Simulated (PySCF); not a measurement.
Species: C5H6.
Numbering: `[CH2:1]=[C:2]=[CH:3][CH:4]=[CH2:5]` (hydrogens: H6, H7 on C1; H8 on C3; H9 on C4; H10, H11 on C5)

Computed with PySCF at wB97X-D/pcSseg-2, non-relativistic, on one gas-phase PBE0-D3(BJ)/def2-TZVP geometry that isn't relaxed in the solvent. The solvent is an IEF-PCM continuum (Bondi radii, 1.10 Å for H, scaled by 1.2). The model holds no explicit solvent molecules, cavitation or dispersion.

Gas phase at wB97X-D/pcSseg-2: HOMO -8.45 eV, LUMO 1.01 eV, dipole 0.25 D.

Task: What does the continuum do to the energy, the frontier levels and the dipole at wB97X-D/pcSseg-2 in chloroform?

Result: 
| solvent | ε | E(solvent) − E(gas) (kcal/mol) | polarisation term (kcal/mol) | distortion of the solute (kcal/mol) | HOMO (eV) | LUMO (eV) | dipole (D) |
| --- | --- | --- | --- | --- | --- | --- | --- |
| chloroform | 4.711 | -1.93 | -2.07 | 0.14 | -8.45 | 1.02 | 0.32 |

The first energy column is the sum of the next two and covers electrostatics alone.

Time: 64 s wall, 2.0 min CPU; peak memory 1.7 GiB. Hardware: 2 threads of an Intel Xeon at 2.50 GHz, no GPU (shared host). This is the whole shielding run at wB97X-D/pcSseg-2 in chloroform, SCF included.

Shape of the structure used: `[CH2:1]=[C:2]=[CH:3][CH:4]=[CH2:5]`: C2–C3–C4–C5 180°.

Note: wB97X-D ran without an empirical dispersion term, which enters the total energy and its gradient alone.
